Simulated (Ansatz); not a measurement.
Basis-set extrapolation for `C[CH2][AlH]` radical (PBE0-D4/def2-TZVP geometry, frozen core, Ansatz 0.2.0). Multiplicity 2, UHF reference.

```json
{"": "HF", "def2-TZVPP": "-321.137655", "def2-QZVPP": "-321.148529"}
{"": "MP2 correlation", "def2-TZVPP": "-0.417893", "def2-QZVPP": "-0.444599"}
{"": "CCSD(T) correlation", "def2-TZVPP": "-0.473160", "def2-QZVPP": "-0.496092"}
```

Energies in hartree. Use E(X) = E(∞) + A·exp(−7.88·√X) for Hartree–Fock and E(X) = E(∞) + B·X^(−2.97) for correlation, with X = 3 and 4.

**Question.** What is the CCSD(T) energy at the basis-set limit?

**Answer.** HF limit: -321.148529 + (-0.010874) × 0.13774 = -321.15003. Correlation limit: -0.496092 + (-0.022932) × 0.74074 = -0.51308. Total: -321.66311 hartree, 137.3 kJ/mol below CCSD(T)/def2-TZVPP.
